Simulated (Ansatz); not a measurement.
**CH3AlF+: single points off equilibrium**

One table from this session's results is given with a row withheld; the runs are named, their logs left out.

Method: single points in def2-TZVPP; program: Ansatz 0.2.0, Gaussian basis.

Correlated methods freeze the cores.

## Starting geometry

SMILES `F[CH+][AlH2]`, 6 atoms, charge 1, spin multiplicity 1.

Atoms are counted from 1 here; the program's logs count them from 0.

Bond lengths: F1–C2 1.285 Å, C2–Al3 2.232 Å, C2–H4 1.195 Å, Al3–H5 1.562 Å, Al3–H6 1.608 Å. Angles: F1–C2–Al3 121.3°, F1–C2–H4 109.1°, Al3–C2–H4 129.4°, C2–Al3–H5 110.3°, C2–Al3–H6 116.5°, H5–Al3–H6 133.2°.

Geometry (Å):

```xyz
6
CH3AlF
F    -0.3214   -1.8278    0.9043
C    -0.2562   -1.0571   -0.1222
Al    0.2548    1.1057    0.0817
H    -0.5661   -1.6752   -1.0967
H     0.2137    1.8054   -1.3142
H     0.6027    1.6237    1.5638
```

The first run:

Input file run/in.yaml:

```yaml
crystal:
  periodic: [false, false, false]
  atoms:
    - {symbol: F, position_ang: [-0.321400, -1.827800, 0.904300]}
    - {symbol: C, position_ang: [-0.256200, -1.057100, -0.122200]}
    - {symbol: Al, position_ang: [0.254800, 1.105700, 0.081700]}
    - {symbol: H, position_ang: [-0.566100, -1.675200, -1.096700]}
    - {symbol: H, position_ang: [0.213700, 1.805400, -1.314200]}
    - {symbol: H, position_ang: [0.602700, 1.623700, 1.563800]}
basis:
  gaussian: {orbitals: def2-TZVPP}
total_charge: 1
correlation: {method: ccsd_t}
output: {forces: true}
```

The command line of these runs was not kept.

Steps of the session up to this table: CCSD(T)/def2-TZVPP; PBE0-D4/def2-TZVPP; wB97M-V/def2-TZVPP; r2SCAN-D4/def2-TZVPP; PBE-D4/def2-TZVPP; BLYP-D4/def2-TZVPP; wB97X-V/def2-TZVPP.

One table of the session follows, with a row left open; its other results are not shown here.

| method | RMS force component (eV/Å) | angle to CCSD(T) forces (°) |
| --- | --- | --- |
| CCSD(T) | 0.810 | reference |
| PBE0-D4 | 0.868 | 11.5 |
| wB97M-V | 0.858 | 5.6 |
| r2SCAN-D4 | ? | ? |
| PBE-D4 | 0.650 | 7.4 |
| BLYP-D4 | 0.658 | 15.9 |
| wB97X-V | 0.832 | 4.3 |

**Question.** Estimate the row for r2SCAN-D4.

The run gave: RMS force component (eV/Å): 0.776; angle to CCSD(T) forces (°): 3.3. In the column «RMS force component (eV/Å)» it lies between BLYP-D4 (0.658) and CCSD(T) (0.810).
